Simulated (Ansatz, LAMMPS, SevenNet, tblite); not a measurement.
**How well does each level of theory give the elastic constant C11 of wurtzite GaN?**

Reference value: 390 GPa (measured, temperature not stated, not corrected to a static lattice, our sources range from 359 to 390; as tabulated in Oses et al. (2018), arXiv:1811.08464).

### Question
What do Tersoff GaN.tersoff, GFN1-xTB, SevenNet-0, LDA, PBE, r²SCAN, HSE06 give, and how far is each from the reference?

### Answer

```
level (code)                  value (GPa)  cell (Å³/atom)  difference (%)
----------------------------  -----------  --------------  --------------
Tersoff GaN.tersoff (LAMMPS)          345           11.38           -11.5
GFN1-xTB (tblite)                     174           12.90             -55
SevenNet-0                            311           11.75             -20
LDA (Ansatz)                          368           11.05            -5.6
PBE (Ansatz)                          324           11.76           -16.9
r²SCAN (Ansatz)                       363           11.37            -6.9
HSE06 (Ansatz)                        367           11.37            -5.9
```

The reference's temperature isn't stated, so close values are not ranked against it. Off by more than 25 %, or 35 % on the side where a correction would as a rule narrow the miss (bounds picked here): GFN1-xTB (-55 %).

The measured value isn't corrected to a static lattice, so vibrations enter the comparison. A static lattice is as a rule stiffer than a warm one, by over a tenth in soft solids.  GFN1-xTB: the method was fitted mainly to molecules. GFN1-xTB: the run uses a supercell at the zone centre in place of a k mesh. Each level is taken at its own relaxed cell. Cutoffs and k meshes differ between the levels. Ansatz's density-functional and Hartree–Fock values are scalar-relativistic unless marked +SOC, with PAW data made under PBE.

Empirical potentials (Tersoff GaN.tersoff) are fitted to chosen data: where that held the value shown, agreement is built in, and what lay outside the fit can be far off. Machine-learned potentials (SevenNet-0) are trained on DFT data: a solid inside that data is no test of them.

Differences are worked out from the printed values.

Ansatz is a program for electronic structure.
